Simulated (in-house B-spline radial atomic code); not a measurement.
Results of a calculation; reference values are marked as such.
# B ion on P atom: potential, deflection and energy transfer

The pair potential comes from two frozen, spherical free-atom densities (PBE, B-spline radial code, scalar-relativistic past argon): electrostatics plus the change in Thomas-Fermi kinetic and Dirac exchange energy where they overlap, the recipe behind the universal ZBL potential, which averages such potentials (from solid-state densities) over many pairs. It is written V = (Z1 Z2 e²/r) φ(r/a), with e² = 14.3996 eV·Å and a = 0.46850 Å/(Z1^0.23 + Z2^0.23); ZBL's fit is φ = 0.18175 e^(−3.1998x) + 0.50986 e^(−0.94229x) + 0.28022 e^(−0.4029x) + 0.02817 e^(−0.20162x). Where φ falls below 4e-4 it is continued as an exponential.

Masses 10.81 and 30.97 u.

```json
{"x = r/a": "0.1", "φ, this pair": "0.903", "φ, ZBL": "0.8928"}
{"x = r/a": "0.25", "φ, this pair": "0.7849", "φ, ZBL": "0.7647"}
{"x = r/a": "0.5", "φ, this pair": "0.6436", "φ, ZBL": "0.6096"}
{"x = r/a": "1", "φ, this pair": "0.4519", "φ, ZBL": "0.4164"}
{"x = r/a": "1.5", "φ, this pair": "0.3298", "φ, ZBL": "0.2995"}
{"x = r/a": "2", "φ, this pair": "0.2488", "φ, ZBL": "0.2218"}
{"x = r/a": "3", "φ, this pair": "0.1498", "φ, ZBL": "0.1292"}
{"x = r/a": "4", "φ, this pair": "0.09712", "φ, ZBL": "0.08026"}
{"x = r/a": "5", "φ, this pair": "0.06652", "φ, ZBL": "0.05224"}
{"x = r/a": "6.5", "φ, this pair": "0.03791", "φ, ZBL": "0.02914"}
{"x = r/a": "8", "φ, this pair": "0.02062", "φ, ZBL": "0.01705"}
{"x = r/a": "10", "φ, this pair": "0.008896", "φ, ZBL": "0.008778"}
{"x = r/a": "12", "φ, this pair": "0.004045", "φ, ZBL": "0.00474"}
{"x = r/a": "14.5", "φ, this pair": "0.001656", "φ, ZBL": "0.002328"}
{"x = r/a": "17", "φ, this pair": "0.0006578", "φ, ZBL": "0.001212"}
```

At x = 5 the electrostatic, kinetic and exchange parts are 30.54, 87.37 and -16.33 eV. Find r, V and φ.

a = 0.46850/(1.4480 + 1.8642) = 0.14145 Å, so r = 0.70723 Å. V = 30.54 + 87.37 + (-16.33) = 101.58 eV. The bare repulsion is 5 × 15 × 14.3996/0.70723 = 1527 eV, so φ = 0.0665, +27.3 % against ZBL's 0.0522. The kinetic (Pauli) term is 86 % of V here.

The ion comes in at 1.03 keV with impact parameter 0.7072 Å. The scattering integral gives a centre-of-mass angle of 13.27° and a closest approach of 5.306 a. What are the reduced energy, the energy passed on and the laboratory angles?

ε = E a M2/(Z1 Z2 e² (M1 + M2)) = 1030 × 9.7085e-05 = 0.1. The most that one collision can pass on is γE with γ = 4 M1 M2/(M1 + M2)² = 0.7672. Here T = γE sin²(θ/2) = 0.7672 × 1030 × 0.01334 = 10.54 eV. The ion turns by arctan(sin θ/(cos θ + M1/M2)) = 9.8°, and the struck atom leaves at (180° − θ)/2 = 83.4°. The closest approach is 0.751 Å. With ZBL the angle would be 10.78° and T = 6.976 eV.
